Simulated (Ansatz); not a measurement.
# CF3: the cost of one run

Computed with Ansatz 0.2.0, driven from Python. Level of theory: Hartree-Fock/6-31G*.

### 1 The structure

Bond lengths: F1–C2 1.382 Å, C2–F3 1.382 Å, C2–F4 1.381 Å. Angles: F1–C2–F3 109.5°, F1–C2–F4 109.5°, F3–C2–F4 109.5°.

No structure file is read: the coordinates are typed or built in the script.

### 2 The code

Input file freq.py:

```python
import itertools

import ansatz as az
from ase.data import atomic_numbers, covalent_radii
import numpy as np

BASIS = "6-31G*"
XC = "HF"

geometry_ang = [
    ("F", (-0.6426, 1.1315, -0.129)),
    ("C", (-0.006, 0.0008, 0.3453)),
    ("F", (-0.6557, -1.1245, -0.124)),
    ("F", (1.3043, -0.0078, -0.0924)),
]
cf3 = az.Crystal.molecule()
for symbol, xyz in geometry_ang:
    cf3 = cf3.atom(symbol, xyz)

base = (
    cf3.calculation()
    .basis(gaussian=BASIS)
    .functional(XC)
    .spin("collinear", total=1)
)
symbols = [site.symbol for site in cf3.cartesian_sites]
start = np.array([site.position_ang for site in cf3.cartesian_sites], dtype=float)
rep = base.relax(force_tolerance=0.003).run(threads=1).report
end = np.array(rep["positions_ang"])

radius = [covalent_radii[atomic_numbers[s]] for s in symbols]
span = lambda where, i, j: np.linalg.norm(where[i] - where[j])
bonded = [(i, j) for i, j in itertools.combinations(range(len(symbols)), 2) if min(span(start, i, j), span(end, i, j)) < 1.2 * (radius[i] + radius[j])]
print("pair        before    after (A)")
for i, j in bonded:
    print(f"{symbols[i]}{i}-{symbols[j]}{j}".ljust(10), f"{span(start, i, j):8.4f} {span(end, i, j):8.4f}")
for first, second in list(itertools.combinations(bonded, 2)):
    shared = set(first) & set(second)
    if shared and symbols[(j := shared.pop())] != "H":
        i, k = sorted((set(first) | set(second)) - {j})
        u, v = end[i] - end[j], end[k] - end[j]
        angle = np.degrees(np.arccos(np.clip(u @ v / np.linalg.norm(u) / np.linalg.norm(v), -1, 1)))
        print(f"final angle {symbols[i]}{i}-{symbols[j]}{j}-{symbols[k]}{k}: {angle:.2f} deg")

minimum = az.Crystal.molecule()
for symbol, place in zip(symbols, end):
    minimum = minimum.atom(symbol, place.tolist())
vibrating = (
    minimum.calculation()
    .basis(gaussian=BASIS)
    .functional(XC)
    .spin("collinear", total=1)
    .phonons(temperatures=(200, 600, 100))
)
vib = vibrating.run(threads=1).report["vibrations"]
sums = vib["harmonic_sums"]
modes = [m["omega_inv_cm"] for m in sums["modes_at_gamma"] if m["rigid_motion"] == "no"]
print("frequencies (1/cm):", " ".join(f"{w:.0f}" for w in modes))
print("imaginary modes:", sum(w < 0 for w in modes), " zero-point energy:", round(sums["zero_point_energy_ev"], 4), "eV")
print("T (K)   F_vib (eV)   S_vib (meV/K)   C_vib (meV/K)")
for row in zip(sums["temperatures_k"], sums["vibrational_free_energy_ev"], vib["entropy_ev_per_k"], vib["heat_capacity_ev_per_k"]):
    print(f"{row[0]:6.1f} {row[1]:11.4f} {1000 * row[2]:13.4f} {1000 * row[3]:15.4f}")
```

### 3 The calls as engine input

The engine receives this input (first run):

```yaml
crystal:
  periodic: [false, false, false]
  atoms:
    - { symbol: F, position_ang: [-0.6426, 1.1315, -0.129] }
    - { symbol: C, position_ang: [-0.006, 0.0008, 0.3453] }
    - { symbol: F, position_ang: [-0.6557, -1.1245, -0.124] }
    - { symbol: F, position_ang: [1.3043, -0.0078, -0.0924] }
basis:
  gaussian:
    orbitals: "6-31G*"
hamiltonian:
  xc: hf
magnetization:
  spin_polarized: true
  initial_magnetization: 1.0
relax:
  f_tol: 0.003
```

### 4 Launch

Started as:

```sh
python freq.py
```

Q: Estimate wall time and peak memory on 1 thread of Intel Xeon 6975P-C (Granite Rapids), shared host.

About 7.8 s, with a peak of 0.19 GiB.
